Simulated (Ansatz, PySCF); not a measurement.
Reaction (SMILES): F[CH]F -> F[CH-]F (an electron is taken up)
Each molecule is optimised on its own at B3LYP-D3(BJ)/def2-TZVP (Ansatz, a quantum-chemistry and plane-wave program).
Geometry of the first species:
```xyz
4

C      0.0374     0.0032     0.5083
F     -0.0384     1.0965    -0.2444
F     -0.0849    -1.0976    -0.2269
H      0.8851    -0.0093     1.1920
```
Charge 0, spin multiplicity 2.

Quantity: adiabatic electron affinity (electronic energy difference), positive where the reaction releases energy, in eV. Cores are frozen in the correlated levels unless marked. UHF or UKS for open shells. Spin-orbit coupling is left out. Non-relativistic. Anions need diffuse functions: aug- sets have them; def2-D sets add few; the other sets have none. CBS(X,Y): correlation extrapolated as X^-3; Hartree-Fock from the larger set. [CCSD(T)-MP2]/basis is that difference in the basis named.

```csv
level,program,adiabatic electron affinity (eV)
HF/6-31G*,Ansatz,-1.37
HF-D3(BJ)/def2-TZVPD,PySCF + dftd3,-0.83
```

Predict the RI-MP2/CBS(aug-cc-pVTZ,aug-cc-pVQZ)+[CCSD(T)-MP2]/aug-cc-pVTZ result (Ansatz).

0.69 eV
